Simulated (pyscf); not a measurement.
## Four-centre exchange: H₃C–Zn–NH₂ + ammonia (NH₃) → H₃C–Zn–NH₂ + ammonia (NH₃)

Gas phase, singlet surface, charge 0. Bonds broken: Zn2–N3, N9–H10. Bonds formed: Zn2–N9, N3–H10. PySCF, gas phase, ωB97X-D3(BJ)/def2-SVP geometries.

Transition state (Å):

```xyz
12

C     -3.0311     0.4670    -0.0097
Zn    -1.0952     0.2550     0.2239
N      0.4646    -0.9909    -0.2215
H     -3.3052     0.5207    -1.0775
H     -3.5855    -0.3861     0.4180
H     -3.4107     1.3824     0.4739
H      0.5305    -1.9151     0.2064
H      0.7865    -1.0966    -1.1843
N      0.5582     1.1342     1.0458
H      0.9357     0.0240     0.4621
H      0.9232     2.0093     0.6684
H      0.6672     1.1905     2.0590
```

One imaginary mode, 1280i cm⁻¹; descent along it reached the two sides named, in the forms told below.

```
bond    change  reactant side (Å)  saddle  product side
------  ------  -----------------  ------  ------------
Zn2–N3  breaks              1.905   2.045         2.247
N9–H10  breaks              1.030   1.310         2.193
Zn2–N9   forms              2.247   2.045         1.904
N3–H10   forms              2.184   1.311         1.030
```

Electronic energies relative to the separated reactants (kcal/mol):

```json
[
 {"level": "ωB97X-D3(BJ)/def2-TZVP", "barrier": "3.7", "reaction energy": "0.0", "reverse barrier": "3.7"},
 {"level": "PBE/def2-TZVP", "barrier": "2.8", "reaction energy": "0.0", "reverse barrier": "2.8"},
 {"level": "r²SCAN/def2-TZVP", "barrier": "1.9", "reaction energy": "0.0", "reverse barrier": "1.9"},
 {"level": "B3LYP-D3(BJ)/def2-TZVP", "barrier": "4.4", "reaction energy": "0.0", "reverse barrier": "4.4"},
 {"level": "PBE0-D3(BJ)/def2-TZVP", "barrier": "1.8", "reaction energy": "0.0", "reverse barrier": "1.8"},
 {"level": "M06-2X/def2-TZVP", "barrier": "0.2", "reaction energy": "0.0", "reverse barrier": "0.2"},
 {"level": "ωB97M-D3(BJ)/def2-TZVP", "barrier": "4.7", "reaction energy": "0.0", "reverse barrier": "4.7"},
 {"level": "HF/def2-TZVP", "barrier": "14.3", "reaction energy": "0.0", "reverse barrier": "14.3"}
]
```

With ωB97M-D3(BJ)/def2-TZVP energies and thermal terms (ideal gas, 1 atm, RRHO with modes under 100 cm⁻¹ raised to 100, one conformer, R ln 2 for chiral ones without a mode under 150 cm⁻¹), in kcal/mol:

| T (K) | ΔH‡ | ΔG‡ | ΔH | ΔG |
|---|---|---|---|---|
| 298 | 3.1 | 14.2 | 0.0 | 0.0 |
| 600 | 3.3 | 25.4 | 0.0 | 0.0 |
| 900 | 4.1 | 36.4 | 0.0 | 0.0 |
| 1200 | 4.9 | 47.0 | 0.0 | 0.0 |

On the reactant side the descent ends in an adduct with a N–Zn contact, 10.3 kcal/mol under the separated species and 14.0 kcal/mol under the saddle at ωB97X-D3(BJ)/def2-TZVP. On the product side the descent ends in an adduct with a N–Zn contact, 10.5 kcal/mol under the separated species and 14.2 kcal/mol under the saddle at ωB97X-D3(BJ)/def2-TZVP. What is counted as formed (N–Zn) is already present as a longer contact in the reactant adduct; forming that adduct is a step of its own. What is counted as broken (N–Zn) persists as a longer contact in the product adduct; parting that adduct is a step of its own. This is the saddle that the search found; another between the same sides may lie lower. Elements up to Kr have no core potential and no relativistic terms here.
